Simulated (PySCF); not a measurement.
Species: 4-chlorobutanal, C4H7ClO.
Bonds: O1–C2 (double), C2–C3, C3–C4, C4–C5, C5–Cl6. Hydrogens: H7 on C2; H8, H9 on C3; H10, H11 on C4; H12, H13 on C5.

The same species was optimised twice, with GFN2-xTB and with PBE0-D3(BJ)/def2-SVP (PySCF), and the same property calculations (PySCF, gas phase) were run on both structures.

```tsv
coordinate	GFN2-xTB	PBE0-D3(BJ)/def2-SVP	change
C3–C4 (Å)	1.527	1.519	-0.008
C5–Cl6 (Å)	1.788	1.795	+0.007
O1=C2 (Å)	1.199	1.203	+0.004
C4–C5 (Å)	1.520	1.516	-0.004
C2–C3 (Å)	1.500	1.501	+0.001
C3–C4–C5 (°)	112.1	114.3	+2.2
C2–C3–C4 (°)	113.2	114.6	+1.4
O1–C2–C3 (°)	125.9	124.8	-1.1
C4–C5–Cl6 (°)	110.9	111.9	+1.0
O1–C2–C3–C4 (°)	-2	-1	+1
C2–C3–C4–C5 (°)	-71	-69	+2
C3–C4–C5–Cl6 (°)	-64	-61	+3
```

Rotational constants: A = 5639, B = 1463, C = 1446 MHz (GFN2-xTB) against A = 5387, B = 1483, C = 1455 MHz (PBE0-D3(BJ)/def2-SVP). Point groups within 0.08 Å: C1 and C1. Atoms that the bonding makes alike are paired by their places after alignment.

On the GFN2-xTB structure: lowest singlet, TDDFT (eV) 4.37 [B3LYP/def2-SVPD]; lowest triplet, Tamm–Dancoff (eV) 3.78 [B3LYP/def2-SVPD]; isotropic polarisability (au) 65.5 [B3LYP/def2-SVPD]; HOMO (eV) -7.49 [B3LYP/def2-SVPD]; LUMO (eV) -1.23 [B3LYP/def2-SVPD]; dipole (D) 2.14 [B3LYP/def2-SVPD].

Task: What do these properties become on the PBE0-D3(BJ)/def2-SVP structure?

Result: 
| property | level | on GFN2-xTB | on PBE0-D3(BJ)/def2-SVP | change |
| --- | --- | --- | --- | --- |
| lowest singlet, TDDFT (eV) | B3LYP/def2-SVPD | 4.37 | 4.35 | -0.02 |
| lowest triplet, Tamm–Dancoff (eV) | B3LYP/def2-SVPD | 3.78 | 3.76 | -0.02 |
| isotropic polarisability (au) | B3LYP/def2-SVPD | 65.5 | 66.3 | +0.8 |
| HOMO (eV) | B3LYP/def2-SVPD | -7.49 | -7.48 | +0.01 |
| LUMO (eV) | B3LYP/def2-SVPD | -1.23 | -1.24 | -0.01 |
| dipole (D) | B3LYP/def2-SVPD | 2.14 | 2.35 | +0.21 |
| energy, GFN2-xTB geometry as zero (kcal/mol) | B3LYP/def2-SVPD | 0.0 | -0.9 | -0.9 |

The heavy atoms differ by 0.048 Å rms after alignment (one structure mirrored). Among bonds between heavy atoms C3–C4 and C5–Cl6 change most and about equally (-0.008 to +0.007 Å). Changes are differences of the printed values. Neither structure is proved a minimum here.

The values belong to the conformer `[O:1]=[CH:2][CH2:3][CH2:4][CH2:5][Cl:6]`: O1–C2–C3–C4 -1°, C2–C3–C4–C5 -69°, C3–C4–C5–Cl6 -61°.
